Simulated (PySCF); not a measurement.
**Spin states of BC**

Unrestricted PBE0; B cc-pVDZ, C cc-pVDZ; no relativity (PySCF 2.14). Outer shells of the fragments: B 2s2 2p1; C 2s2 2p2.

Followed along the bond (rough minima from three points):

```csv
2Ms+1,unpaired,⟨S²⟩ at the start,R at minimum (Å),Te (eV)
4,"σ ↑, π ↑↑",3.75,1.50,0.00
2,"σ ↓, π ↑↑",1.77,1.50,0.38
2,"σ ↑, π ↑↓",1.76,1.50,0.50
2,π ↑,1.55,1.40,0.67
2,σ ↑,0.76,1.51,1.50
```

Solutions found at the starting distance of 1.525 Å, counted from the lowest of them; the search is not exhaustive and high or unbound solutions are not listed, so other states can lie among these:

```csv
2Ms+1,unpaired,term,E (eV),⟨S²⟩,⟨Lz²⟩,μ (D)
4,"σ ↑, π ↑↑",⁴Σ⁻,0.00,3.75,0.00,-1.23
2,"σ ↓, π ↑↑",mixed,0.38,1.77,0.00,-1.20
2,"σ ↑, π ↑↓",mixed,0.50,1.76,2.01,-1.20
2,π ↑,mixed,0.94,1.55,1.00,-0.94
2,σ ↑,mixed,1.49,0.76,2.00,-1.18
4,"σ ↑↑, π ↑",⁴Π,1.60,3.75,1.01,-0.67
2,π ↑,²Π,2.32,0.75,1.00,1.12
4,π ↑↑↑,⁴Π,4.43,3.77,1.00,-0.89
```

A term symbol is given only where ⟨S²⟩ and ⟨Lz²⟩ are close to those of a pure state; real π, δ and φ orbitals otherwise mix terms. A positive dipole means B(−)C(+).
